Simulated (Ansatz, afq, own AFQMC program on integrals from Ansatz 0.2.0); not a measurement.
## AlH4⁺, triplet in cc-pVTZ, levels against CCSDT(Q)

| atom | x (Å) | y (Å) | z (Å) |
| --- | --- | --- | --- |
| Al | -0.0599 | 0.0001 | -0.1328 |
| H | 0.4487 | 0.0018 | 1.9858 |
| H | -0.3171 | -0.0089 | 1.9564 |
| H | 0.7333 | 1.3833 | -0.1888 |
| H | 0.7376 | -1.3801 | -0.1993 |

Basis cc-pVTZ. Noble-gas cores (and the filled d shells of Ga–Kr and In–Xe) are frozen. Integrals, coupled cluster, full CI and functionals: Ansatz 0.2.0; the random walks run on the same integrals in our own AFQMC program. ph-AFQMC/CISD is guided by a CISD state made of CCSD amplitudes; releasing the constraint for a short imaginary time cuts its bias at the price of noise, slowly where states lie close. Free projection: walkers drawn from exp(T), propagated without any constraint. Its projection time is finite, and what remains of the start isn't in its error. Uncertainties: one standard error, sampling alone.

Determinant: UHF, the one that the program's search chose, which needn't be the lowest solution. The geometry is a PBE0/def2-TZVP stationary point of this or a neighbouring charge and spin state.

No full CI on the walks' own integrals is used here; CCSDT(Q) serves as the reference and is uncertain by about the last step of the cluster series.

Cautions: lower spins were not checked; unrestricted determinant slightly spin contaminated (⟨S²⟩ 2.07 against 2.00); the released energies are still falling, so no released level is given (meV from the phaseless value at times in 1/Eh: -5.7 ± 2.2 at 0.24, -10.2 ± 2.2 at 0.51, -13.6 ± 2.3 at 0.99, -15.1 ± 1.8 at 1.62, -17.3 ± 1.8 at 2.40).

- T1 diagnostic: 0.0292
- weight of the determinant in the CISD state: 0.911
- ⟨S²⟩ of the determinant: 2.072
- size of the correlated space: 6 electrons in 85 orbitals

Reference: CCSDT(Q), correlation energy -2.916 eV.

```csv
level,E − E(reference) (mEh),share of correlation (%)
HF,107.17,0.00
MP2,29.85,72.15
CCSD,2.83,97.36
CCSD(T),0.73,99.31
CCSDT,0.05,99.96
ph-AFQMC/HF,5.20 ± 0.75,95.15
ph-AFQMC/CISD,0.81 ± 0.07,99.24
free AFQMC,0.02 ± 0.08,99.98
```

Free projections are given only where their last times agree within the noise and don't stop above the reference; a slow remainder of the start can still hide under it.
